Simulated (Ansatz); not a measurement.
Relaxation of H$_{4}$MgNO (7 atoms, charge 1, multiplicity 1), to a largest force component of 0.015 eV/Å in at most 40 steps.

These are results of Ansatz 0.2.0, RKS PBE/def2-SVP, not measurements.

```xyz
7
Properties=species:S:1:pos:R:3:forces:R:3
N -1.727 0.083 -0.841 0.02 0.20 0.09
Mg -0.199 0.563 0.121 -0.09 0.10 -0.02
O 1.562 0.128 0.836 0.04 0.22 0.12
H -1.554 -0.165 -1.816 -0.17 -0.07 -0.45
H -2.270 -0.674 -0.426 -0.42 -0.24 0.03
H 1.750 -0.324 1.675 0.10 -0.28 0.50
H 2.422 0.247 0.404 0.51 0.08 -0.27
```

Question: Where does it end, and by what steps?

Answer: The run converged. The force dipped under the threshold on the way, but the program's further checks kept it going. Limits of this set-up: the dipole of an ion depends on the origin. After 25 steps the energy has fallen by 0.244 eV; H5 moved furthest, 0.88 Å.

| step | energy less start (eV) | largest force component (eV/Å) | accepted |
| --- | --- | --- | --- |
| 0 | 0.0000 | 0.513 | yes |
| 1 | -0.0978 | 0.251 | yes |
| 2 | -0.1514 | 0.705 | yes |
| 3 | -0.2073 | 0.331 | yes |
| 4 | -0.2220 | 0.067 | yes |
| 5 | -0.2272 | 0.109 | yes |
| 6 | -0.1805 | 1.295 | no |
| 7 | -0.2329 | 0.056 | yes |
| 8 | -0.2351 | 0.257 | yes |
| 9 | -0.2399 | 0.129 | yes |
| 10 | -0.2429 | 0.134 | yes |
| 11 | -0.2428 | 0.133 | no |
| 12 | -0.2435 | 0.009 | yes |
| 13 | -0.2431 | 0.099 | no |
| 14 | -0.2436 | 0.018 | yes |
| 15 | -0.2435 | 0.052 | no |
| 16 | -0.2436 | 0.004 | yes |
| 17 | -0.2436 | 0.002 | yes |
| 18 | -0.2436 | 0.001 | yes |
| 19 | -0.2436 | 0.002 | yes |
| 20 | -0.2436 | 0.022 | yes |
| 21 | -0.2437 | 0.036 | yes |
| 22 | -0.2434 | 0.093 | no |
| 23 | -0.2438 | 0.018 | yes |
| 24 | -0.2433 | 0.075 | no |
| 25 | -0.2439 | 0.009 | yes |

```xyz
7
Properties=species:S:1:pos:R:3
N -1.682 -0.080 -0.936
Mg -0.068 -0.116 0.001
O 1.708 0.099 0.912
H -1.839 -0.509 -1.855
H -2.597 0.135 -0.525
H 2.169 -0.558 1.477
H 2.294 0.886 0.880
```

Time of the run: 62 s on 1 thread of Intel(R) Xeon(R) Processor @ 2.70GHz, on a shared host, peak memory 0.15 GiB.
